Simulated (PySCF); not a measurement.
# Ways to converge the SCF of NaB⁻

The same problem is solved with other solver options, one edit a run.

Method: method and basis as typed in the scripts; program: PySCF 2.14.0.

2 further runs of the same task are left out: 2 that didn't finish.

### 1 The starting structure

NaB⁻: 2 atoms, charge -1, spin multiplicity 2.

Bond lengths: Na1–B2 2.864 Å.

### 2 The run that the others are compared with

The input, input.py:

```python
from pyscf import gto, scf, cc

mol = gto.M(
    atom='Na 0 0 0; B 0 0 2.864',
    basis='def2-svpd',
    charge=-1,
    spin=1,
    verbose=3,
)
mf = scf.UHF(mol)
mf.kernel()
mycc = cc.CCSD(mf, frozen=2)
mycc.kernel()
e = mycc.eaccsd(nroots=5)[0]
print('roots (eV) =', (e*27.211386).round(3))
mf.dip_moment()
print('orbital energies (hartree):', [e[max(0, n-3):n+3].round(4) for e, n in zip(mf.mo_energy, mol.nelec)])
```

Launch:

```console
> python input.py
```

The log of this run is left out.

In short: E(SCF) = -186.285284 Eh, E(CCSD) − E(SCF) = -0.10992 Eh, ⟨S²⟩ = 0.768, attachment roots 3.436, 3.455, 3.554, 3.559, 3.946 eV.

The bond length is a typed value, not an optimised one. Positive EA roots mean that the added electron is unbound. The dipole of an ion depends on the origin.

### 3 Second-order solver on

Run 1 changes second-order solver: off → on.

The input, input.py:

```python
from pyscf import gto, scf, cc

mol = gto.M(
    atom='Na 0 0 0; B 0 0 2.864',
    basis='def2-svpd',
    charge=-1,
    spin=1,
    verbose=3,
)
mf = scf.UHF(mol)
mf = mf.newton()
mf.kernel()
mycc = cc.CCSD(mf, frozen=2)
mycc.kernel()
e = mycc.eaccsd(nroots=5)[0]
print('roots (eV) =', (e*27.211386).round(3))
mf.dip_moment()
print('orbital energies (hartree):', [e[max(0, n-3):n+3].round(4) for e, n in zip(mf.mo_energy, mol.nelec)])
```

Launch:

```console
> python input.py
```

### 4 Damping 0.5

Run 2 changes damping: none → 0.5.

Edit input.py of step 2 so:

```diff
@@ -10,2 +10,4 @@
 mf = scf.UHF(mol)
+mf.damp = 0.5
+mf.diis_start_cycle = 8
 mf.kernel()
```

### 5 Damping 0.8

Run 3 changes damping: none → 0.8.

Edit input.py of step 2 so:

```diff
@@ -10,2 +10,4 @@
 mf = scf.UHF(mol)
+mf.damp = 0.8
+mf.diis_start_cycle = 8
 mf.kernel()
```

Q: Predict the outcome of this session. Wanted: for each run, E(SCF); from base; gap, α spin; after the SCF.

The runs gave:

```csv
run,E(SCF) (hartree),from base (eV),"gap, α spin (eV)",after the SCF
base,-186.285284,0,3.88,"CCSD correlation -2.991 eV, core frozen, first root 3.44 eV"
second-order solver on,-186.322687,-1.0178,6.25,"CCSD correlation -2.059 eV, core frozen, first root 3.40 eV"
damping 0.5,-186.285284,0.0000,3.88,"CCSD correlation -2.991 eV, core frozen, first root 3.44 eV"
damping 0.8,-186.285284,0.0000,3.88,"CCSD correlation -2.991 eV, core frozen, first root 3.44 eV"
```

In words: With damping 0.5 or damping 0.8 the SCF ends at the base energy. With second-order solver on the SCF ends in another solution, 1.02 eV lower: the path to self-consistency decides the state here.
